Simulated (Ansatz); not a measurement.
CaB6-type LaB6, treated with r²SCAN-D4 (PAW; Ansatz, a quantum-chemistry and plane-wave program).

Input file:

Ansatz 0.2 input:
```yaml
crystal:
  lattice:
    - [4.1121187268, 0.0, 0.0]
    - [0.0, 4.1121187268, 0.0]
    - [0.0, 0.0, 4.1121187268]
  atoms:
    - { symbol: La, position: [0.0, 0.0, 0.0] }
    - { symbol: B, position: [0.800119026, 0.5, 0.5] }
    - { symbol: B, position: [0.5, 0.199880974, 0.5] }
    - { symbol: B, position: [0.5, 0.800119026, 0.5] }
    - { symbol: B, position: [0.199880974, 0.5, 0.5] }
    - { symbol: B, position: [0.5, 0.5, 0.800119026] }
    - { symbol: B, position: [0.5, 0.5, 0.199880974] }
basis:
  ecutwfc: 560
  ecutrho_ratio: 4
  xc_grid: 3
kpoints:
  mp_grid: { grid: [14, 14, 14] }
hamiltonian:
  xc: r2scan
  dispersion: d4
  pseudopotentials: { kind: paw }
scf:
  occupations: { method: fermi_dirac, width: 0.05 }
output:
  forces: true
  stress: true
  eigenvalues: true
relax:
  f_tol: 0.004
  escape_saddle: false
  max_steps: 80
```

From the output:

```
WARN output.stress: scf.convergence.dr2_threshold = 1.6e-8 eV (the default of a walk held to its f_tol) is looser than the 7e-10 eV advised for a printed …
Relaxation: its limit of steps is 80 (relax.max_steps)
Crystal: 7 atoms, lattice volume = 69.534 Å³
Basis set: ecut = 560 eV, 2103 PW (Γ), exchange–correlation on 96×96×96 points (27 copies of the dense FFT grid, shifted against one another)
Bands: 22, of which v1, the nominal top of the filled ones, is band 15 counted from 1 (14 counted from 0)
Symmetry: 48 space group operations
Space group: Pm-3m (ITA 221), of the structure as read, at distance tolerance 4.1e-5 Å
k-points: 120 of 2744
Functional: x = r2scan, c = r2scan; τ floored in thin density (d = 2e-4 eV/Å³)
SCF iter   1: F=—  HF=-7208.997537 eV  |F-HF|=—  |Δ(HF+E_count)|=         —  Δρ=1.04e-2  dr2=9.35e-2  dr2_τ=9.60e-1
SCF iter   2: F=—  HF=-7209.109722 eV  |F-HF|=—  |Δ(HF+E_count)|=   1.12e-1  Δρ=5.74e-3  dr2=2.72e-2  dr2_τ=9.28e-4
  ...
SCF 1 converged in 6 iterations: F = -7209.103436 eV  dr2 = 2.06e-8
Crystal: 7 atoms, lattice volume = 69.534 Å³
Initial density: handed on by an earlier stage of this run
SCF 2 converged in 3 iterations: F = -7209.103613 eV  dr2 = 1.18e-8
Crystal: 7 atoms, lattice volume = 69.534 Å³
SCF 3 converged in 3 iterations: F = -7209.103681 eV  dr2 = 3.40e-8
Crystal: 7 atoms, lattice volume = 69.534 Å³
SCF 4 converged in 2 iterations: F = -7209.103681 eV  dr2 = 1.41e-8
relax step   4: F+E_penalty+E_count = -7209.10368098 eV  Δ(F+E_penalty+E_count) = -7.020e-9 eV  max|allowed force component| = 1.915e-5 eV/Å  Δτ_max = 0.0000 Å  (2 SCF iters, accepted)
Crystal: 7 atoms, lattice volume = 69.534 Å³
SCF iter   1: F=—  HF=-7209.103681 eV  |F-HF|=—  |Δ(HF+E_count)|=         —  Δρ=4.41e-6  dr2=1.41e-8  dr2_τ=3.09e-10
SCF iter   2: F=-7209.103681 eV  HF=-7209.103681 eV  |F-HF|=7.09e-11  |Δ(HF+E_count)|=   1.94e-9  Δρ=2.87e-6  dr2=6.03e-9  dr2_τ=1.20e-10
SCF 5 converged in 2 iterations: F = -7209.103681 eV  dr2 = 6.03e-9
SCF converged after 2 iterations
Free energy (F): -7209.103681 eV
Internal energy: -7209.096251 eV  (E = F + TS)
E sigma→0 (E₀):  -7209.099966 eV
Fermi energy:    12.733686 eV
--- Forces (eV/Å), atoms counted from 1 ---
  atom   1  La    -0.00000000     0.00000000    -0.00000000
  atom   2  B     -0.00006616    -0.00000000     0.00000000
  atom   3  B     -0.00000000     0.00006616    -0.00000000
  atom   4  B      0.00000000    -0.00006616     0.00000000
  atom   5  B      0.00006616     0.00000000     0.00000000
  atom   6  B     -0.00000000     0.00000000    -0.00006616
  atom   7  B     -0.00000000    -0.00000000     0.00006616
--- Stress (GPa, compression-positive) ---
        3.825500       0.000000       0.000000
        0.000000       3.825500       0.000000
        0.000000       0.000000       3.825500
  P = ⅓ Tr σ = 3.8255 GPa (38.255 kbar)
```

The cell is one volume of an energy–volume scan, off the minimum.

The PAW data were made under PBE.
